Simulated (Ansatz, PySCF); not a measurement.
Molecule: C2H3O, charge 0, multiplicity 2. It need not be the lowest isomer of its formula. SMILES: C1[CH]O1
Geometry: optimised at B3LYP-D3(BJ)/def2-TZVP (Ansatz, a first-principles code).


Property: enthalpy of formation at 298 K (from the atomisation energy, B3LYP-D3(BJ)/def2-TZVP harmonic zero-point and thermal terms from PySCF, and the atoms' enthalpies of formation in the G2/97 table; no spin-orbit terms, and no core term in the frozen-core levels), in kcal/mol. Cores are frozen in the correlated levels unless marked. Open shells are spin-unrestricted. Spin-orbit coupling is left out. No relativistic terms. The coupled-cluster limit lacks core correlation, which all-electron functionals hold. CBS marks a two-point X^-3 extrapolation of the correlation energy; Hartree-Fock from the larger set. [CCSD(T)-MP2]/basis is that difference in the basis named.

```json
[
 {"level": "revPBE/def2-TZVPD", "program": "Ansatz", "enthalpy of formation at 298 K (kcal/mol)": "36.7"},
 {"level": "r2SCAN0-D4/def2-TZVPD", "program": "Ansatz + dftd4", "enthalpy of formation at 298 K (kcal/mol)": "45.5"}
]
```

Problem. Predict the RI-MP2/CBS(cc-pVTZ,cc-pVQZ)+[CCSD(T)-MP2]/cc-pVTZ result (Ansatz).

Solution. 40.5 kcal/mol, so r2SCAN0-D4/def2-TZVPD differs from it by 5.0 kcal/mol.
